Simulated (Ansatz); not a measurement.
## Ansatz (development build ahead of 0.2.0) run

```yaml
crystal:
  periodic: [false, false, false]
  atoms:
    - { symbol: "N", position_ang: [0.0, 0.0, -1.09873] }
    - { symbol: "N", position_ang: [0.0, 0.0, -0.06282] }
    - { symbol: O, position_ang: [0.0, 0.0, 1.01636] }
basis:
  gaussian: { orbitals: STO-3G }
hamiltonian:
  xc: hf
```

The input is written out in the form of the current development build from the run's settings.

The run gave:

```yaml
Converged: yes
Total_energy: -181.07952 hartree
Spin_squared_of_the_determinant: 0.000
```

Caution: no unrestricted run beside it, a lower state can exist.
